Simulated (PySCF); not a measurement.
**TDDFT excited states: C4H6**

Species: C4H6.
SMILES: `C=C=CC`

Computed, not measured: TDDFT B3LYP/def2-SVPD, vertical, gas phase, core orbitals frozen in the response (PySCF 2.14.0, density-fitted response routines). Geometry: GFN2-xTB; no solvent, vibrations or thermal averaging.

| state | E (eV) | E (hartree) | f | \|μ\| (D) | symmetry | main configurations (H = HOMO, L = LUMO) |
| --- | --- | --- | --- | --- | --- | --- |
| S1 | 5.66 | 0.2082 | 0.0000 | 0.00 | – | H→L (93%) |
| S2 | 6.31 | 0.2319 | 0.0000 | 0.02 | – | H-1→L+1 (97%) |
| S3 | 6.73 | 0.2473 | 0.0015 | 0.25 | – | H→L+2 (94%) |
| S4 | 6.94 | 0.2551 | 0.042 | 1.26 | A′ | H-1→L (55%), H-1→L+2 (35%), H→L+1 (9%) |
| S5 | 7.26 | 0.2667 | 0.056 | 1.43 | A′ | H-1→L+2 (44%), H→L+1 (41%) |
| S6 | 7.48 | 0.2748 | 0.0008 | 0.17 | – | H→L+3 (98%) |
| S7 | 7.74 | 0.2843 | 0.801 | 5.23 | A′ | H→L+1 (39%), H-1→L (24%), H-1→L+3 (15%) |
| S8 | 7.76 | 0.2853 | 0.019 | 0.80 | A″ | H→L+4 (98%) |

Triplets (Tamm–Dancoff): T1 4.68 eV, H→L+1 (63%), H-1→L (29%); T2 4.91 eV, H-1→L (55%), H→L+1 (34%); T3 5.33 eV, H→L (90%).

The lowest singlet lies at 5.66 eV (219 nm, ultraviolet) and is dark (f under 0.0005); its leading configuration is HOMO→LUMO (93%). The strongest level in the table is S7 at 7.74 eV (160 nm, f = 0.801). Löwdin shares by element: HOMO carbon 86%; LUMO carbon 73% (atoms not listed hold the other 27%). Of the 8 states listed, 4 reach f = 0.01 and 2 stay under 0.0005. The oscillator strengths of these states sum to 0.921; summed over the whole spectrum of an exact calculation they would give the number of electrons, 30 (Thomas–Reiche–Kuhn). The listed states span 2.10 eV, and the widest gap between neighbours is 0.65 eV (S1 to S2). Symmetry labels in Cs follow from the direction of the transition dipole and are given only for states with f of 0.002 or more. Singlets were solved by full linear response, triplets in the Tamm–Dancoff approximation.
